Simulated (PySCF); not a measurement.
Species: 3,3,3-trifluoropropene, C₃H₃F₃.
Atom-mapped SMILES: `[CH2:1]=[CH:2][C:3]([F:4])([F:5])[F:6]` (hydrogens: H7, H8 on C1; H9 on C2)

Computed by this run: PBE0-D3(BJ)/def2-SVP geometry optimisation, gas phase (PySCF 2.14.0); density fitting, grid level 1; the optimiser is geomeTRIC in internal coordinates, started from a GFN2-xTB structure with every atom displaced at random (about 0.01 Å).

At the end of the run (lengths in Å): C1–H7 1.092, C2–H9 1.094, C2–C3 1.495, C1–H8 1.093, C3–F5 1.338, C3–F6 1.339, C3–F4 1.334, C2–C3–F4 112.6°, C1–C2–C3 123.2°, C2–C3–F5 110.9°, F4–C3–F5 107.6°, C1–C2–C3–F4 1°, H9–C2–C3–F4 -179°, H7–C1–C2–C3 180°.

**Question.** These geometries were met on the way; a selection of coordinates is given. Order them by energy above the end point, lowest first.
A. C1–H7 1.099, C2–H9 1.096, C2–C3 1.493, C1–H8 1.091, C3–F5 1.346, C3–F6 1.332, C3–F4 1.328, C2–C3–F4 113.7°, C1–C2–C3 124.0°, C2–C3–F5 109.7°, F4–C3–F5 106.9°, C1–C2–C3–F4 -11°, H9–C2–C3–F4 172°, H7–C1–C2–C3 -176°
B. C1–H7 1.058, C2–H9 1.073, C2–C3 1.512, C1–H8 1.110, C3–F5 1.338, C3–F6 1.345, C3–F4 1.338, C2–C3–F4 111.4°, C1–C2–C3 124.4°, C2–C3–F5 111.4°, F4–C3–F5 108.7°, C1–C2–C3–F4 -1°, H9–C2–C3–F4 178°, H7–C1–C2–C3 -179°
C. C1–H7 1.093, C2–H9 1.094, C2–C3 1.494, C1–H8 1.093, C3–F5 1.339, C3–F6 1.337, C3–F4 1.334, C2–C3–F4 112.6°, C1–C2–C3 123.1°, C2–C3–F5 111.0°, F4–C3–F5 107.5°, C1–C2–C3–F4 -7°, H9–C2–C3–F4 173°, H7–C1–C2–C3 -179°

**Answer.** C (0.003 eV), A (0.016 eV), B (0.054 eV).

```csv
step,E above end (eV),"rms distance from the end, all atoms (Å)",largest force (eV/Å),rms shift of all bonds from the end (Å)
5,0.003,0.071,0.032,0.001
1,0.016,0.106,0.504,0.005
0,0.054,0.020,1.939,0.017
```

Rows stand in the order of the answer.
